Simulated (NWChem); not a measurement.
Program: NWChem. System: ethane (C₂H₆), charge 0, spin multiplicity 1, at a geometry optimised with B3LYP/def2-SVP. Level: RHF/def2-TZVP.

Output (cleaned and shortened):

```
             Northwest Computational Chemistry Package (NWChem) 7.3.0
             --------------------------------------------------------

                                NWChem Input Module
                                -------------------

 Scaling coordinates for geometry "geometry" by  1.889725989
 (inverse scale =  0.529177249)

 Turning off AUTOSYM since
 SYMMETRY directive was detected!

                             Geometry "geometry" -> ""
                             -------------------------

 Output coordinates in angstroms (scale by  1.889725989 to convert to a.u.)

  No.       Tag          Charge          X              Y              Z
 ---- ---------------- ---------- -------------- -------------- --------------
    1 C                    6.0000     0.04460000    -0.76255600     0.00000000
    2 C                    6.0000    -0.04460000     0.76255600     0.00000000
    3 H                    1.0000     0.58005100    -1.13691000     0.88796900
    4 H                    1.0000     0.58005100    -1.13691000    -0.88796900
    5 H                    1.0000    -0.95533600    -1.22674800     0.00000000
    6 H                    1.0000    -0.58005100     1.13691000     0.88796900
    7 H                    1.0000    -0.58005100     1.13691000    -0.88796900
    8 H                    1.0000     0.95533600     1.22674800     0.00000000

 Effective nuclear repulsion energy (a.u.)      41.9997603417

            Nuclear Dipole moment (a.u.)
            ----------------------------
        X                 Y               Z
 ---------------- ---------------- ----------------
     0.0000000000     0.0000000000     0.0000000000

      Symmetry information
      --------------------

 Group name             C2h
 Group number             21
 Group order               4
 No. of unique centers     3

      Symmetry unique atoms

     1    3    5


 Summary of "ao basis" -> "" (spherical)
 ------------------------------------------------------------------------------
       Tag                 Description            Shells   Functions and Types
 ---------------- ------------------------------  ------  ---------------------
 *                         def2-tzvp                  on all atoms

 Summary of "ao basis" -> "ao basis" (spherical)
 ------------------------------------------------------------------------------
       Tag                 Description            Shells   Functions and Types
 ---------------- ------------------------------  ------  ---------------------
[...]
    76     -0.194940  5 H  s                 94     -0.194940  8 H  s
     9      0.186650  1 C  px                40     -0.186650  2 C  px

 Vector    9  Occ=2.000000D+00  E=-4.836616D-01  Symmetry=bg
              MO Center= -3.6D-16,  8.9D-16,  7.2D-16, r^2= 2.4D+00
   Bfn.  Coefficient  Atom+Function         Bfn.  Coefficient  Atom+Function
  ----- ------------  ---------------      ----- ------------  ---------------
     8      0.216363  1 C  pz                39     -0.216363  2 C  pz
    11      0.186968  1 C  pz                42     -0.186968  2 C  pz
    64      0.168832  3 H  s                 70     -0.168832  4 H  s
    82     -0.168832  6 H  s                 88      0.168832  7 H  s

 Vector   10  Occ=0.000000D+00  E= 1.409887D-01  Symmetry=ag
              MO Center= -4.1D-15, -7.9D-15,  6.0D-16, r^2= 7.3D+00
   Bfn.  Coefficient  Atom+Function         Bfn.  Coefficient  Atom+Function
  ----- ------------  ---------------      ----- ------------  ---------------
     5      3.559904  1 C  s                 36      3.559904  2 C  s
    65     -1.540222  3 H  s                 71     -1.540222  4 H  s
    77     -1.540209  5 H  s                 83     -1.540222  6 H  s
    89     -1.540222  7 H  s                 95     -1.540209  8 H  s
    13     -0.699281  1 C  py                44      0.699281  2 C  py

 Vector   11  Occ=0.000000D+00  E= 1.792428D-01  Symmetry=bu
              MO Center=  2.0D-16, -1.9D-14, -1.5D-16, r^2= 8.5D+00
   Bfn.  Coefficient  Atom+Function         Bfn.  Coefficient  Atom+Function
  ----- ------------  ---------------      ----- ------------  ---------------
     5      7.296186  1 C  s                 36     -7.296186  2 C  s
    65     -1.599565  3 H  s                 71     -1.599565  4 H  s
    77     -1.599576  5 H  s                 83      1.599565  6 H  s
    89      1.599565  7 H  s                 95      1.599576  8 H  s
    13      1.243999  1 C  py                44      1.243999  2 C  py

 Vector   12  Occ=0.000000D+00  E= 2.192437D-01  Symmetry=bu
              MO Center= -4.0D-15,  4.1D-15, -4.4D-14, r^2= 7.6D+00
   Bfn.  Coefficient  Atom+Function         Bfn.  Coefficient  Atom+Function
  ----- ------------  ---------------      ----- ------------  ---------------
    77      2.097113  5 H  s                 95     -2.097113  8 H  s
    65     -1.048632  3 H  s                 71     -1.048632  4 H  s
    83      1.048632  6 H  s                 89      1.048632  7 H  s
    12      0.950255  1 C  px                43      0.950255  2 C  px
    76     -0.487133  5 H  s                 94      0.487133  8 H  s

 center of mass
 --------------
 x =   0.00000000 y =   0.00000000 z =   0.00000000

 moments of inertia (a.u.)
 ------------------
          90.628337697083           3.972773967443           0.000000000000
           3.972773967443          22.934661052677           0.000000000000
           0.000000000000           0.000000000000          90.860775276040

  Mulliken analysis of the total density
  --------------------------------------

    Atom       Charge   Shell Charges
 -----------   ------   -------------------------------------------------------
    1 C    6     6.28   0.85  1.12  0.47  0.67  0.08  1.24  1.40  0.36  0.02  0.06  0.00
    2 C    6     6.28   0.85  1.12  0.47  0.67  0.08  1.24  1.40  0.36  0.02  0.06  0.00
    3 H    1     0.91   0.26  0.50  0.12  0.02
    4 H    1     0.91   0.26  0.50  0.12  0.02
    5 H    1     0.91   0.26  0.50  0.12  0.02
    6 H    1     0.91   0.26  0.50  0.12  0.02
    7 H    1     0.91   0.26  0.50  0.12  0.02
    8 H    1     0.91   0.26  0.50  0.12  0.02

       Multipole analysis of the density wrt the origin
       ------------------------------------------------

     L   x y z        total         open         nuclear
     -   - - -        -----         ----         -------
     0   0 0 0     -0.000000      0.000000     18.000000

     1   1 0 0      0.000000      0.000000      0.000000
     1   0 1 0     -0.000000      0.000000      0.000000
     1   0 0 1     -0.000000      0.000000      0.000000

     2   2 0 0    -11.169373      0.000000     11.409694
     2   1 1 0      0.031696      0.000000     -2.507137
     2   1 0 1     -0.000000      0.000000      0.000000
     2   0 2 0    -11.708444      0.000000     54.130116
     2   0 1 1     -0.000000      0.000000      0.000000
     2   0 0 2    -11.167540      0.000000     11.262979

 Task  times  cpu:        0.6s     wall:        0.6s

 Total times  cpu:        0.6s     wall:        0.6s
```

**Question.** Write an NWChem input that would produce this output.

**Answer.** One answer among several that fit: 
```
start mol
memory heap 200 mb stack 900 mb global 1100 mb
geometry units angstroms nocenter noautoz
  C      0.044600    -0.762556     0.000000
  C     -0.044600     0.762556     0.000000
  H      0.580051    -1.136910     0.887969
  H      0.580051    -1.136910    -0.887969
  H     -0.955336    -1.226748     0.000000
  H     -0.580051     1.136910     0.887969
  H     -0.580051     1.136910    -0.887969
  H      0.955336     1.226748     0.000000
  symmetry group C2h
end
basis spherical
  * library def2-tzvp
end
scf
  rhf
  nopen 0
  maxiter 100
  thresh 1e-7
  semidirect memsize 60000000 filesize 0
end
task scf energy
```
